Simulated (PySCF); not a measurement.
## Stationary points of CN2

Computed with PBE0/[C def2-TZVP, N def2-TZVP], no relativity, density fitting, PySCF.

Relaxations began from a few typed shapes; open shells are unrestricted. The search is not exhaustive: other isomers or separated fragments can lie lower, and high-lying points may rest on an excited occupation.

Question: Which is the lowest minimum found?
A. broken-symmetry Ms = 0 (⟨S²⟩ 1.04) D∞h: C–N 1.221 Å (×2); N–C–N 180.0°
B. singlet (closed shell, unstable to spin polarisation) D∞h: C–N 1.220 Å (×2); N–C–N 180.0°

Answer: A. The others lie at 110.0 (singlet D∞h) kJ/mol above it.

Starts that fell apart ended at 280 kJ/mol on the same scale (coarser grid).

For the lowest minimum: the determinant is spin-contaminated (⟨S²⟩ = 1.04, pure value 0.00).

The electron or spin density has lower symmetry than the nuclear frame for the singlet (closed shell, unstable to spin polarisation) D∞h at 110.0 kJ/mol.
